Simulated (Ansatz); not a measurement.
Start from `O=CC(F)(F)Cl` and change one atom or group to get `CC(F)(F)Cl`.

Ansatz, PBE0-D4/def2-TZVP geometries, multiplicity 1. Each molecule was computed in one conformer, which needn't be the lowest.

```tsv
property	`O=CC(F)(F)Cl`
LUMO energy (PBE/def2-TZVPP) / eV	-3.21
LUMO energy (PBE0/def2-TZVPP) / eV	-2.07
HOMO energy (PBE0/def2-TZVPP) / eV	-8.60
size of the dipole moment (B3LYP/def2-TZVPP) / D	1.77
HOMO energy (B3LYP/def2-TZVPP) / eV	-8.38
size of the dipole moment (PBE/def2-TZVPP) / D	1.60
```

Give the same properties after the change, and the shifts. (Estimate.)

The calculation gave: 
```csv
property,`CC(F)(F)Cl`,shift
LUMO energy (PBE/def2-TZVPP) / eV,-0.65,2.56
LUMO energy (PBE0/def2-TZVPP) / eV,0.50,2.57
HOMO energy (PBE0/def2-TZVPP) / eV,-9.30,-0.70
size of the dipole moment (B3LYP/def2-TZVPP) / D,2.15,0.38
HOMO energy (B3LYP/def2-TZVPP) / eV,-9.03,-0.65
size of the dipole moment (PBE/def2-TZVPP) / D,2.06,0.46
```

With PBE0 the HOMO falls by 0.70 eV and the LUMO rises by 2.57 eV, so the gap widens by about 3.27 eV. PBE moves the HOMO by -0.86 eV and ωB97M-V by -0.64 eV. The zero-point energy changes by 50.1 kJ/mol with +3 modes. Dipoles are sizes alone; their direction can turn.

B3LYP here is the variant with VWN-RPA as its local correlation; programs differ in this.
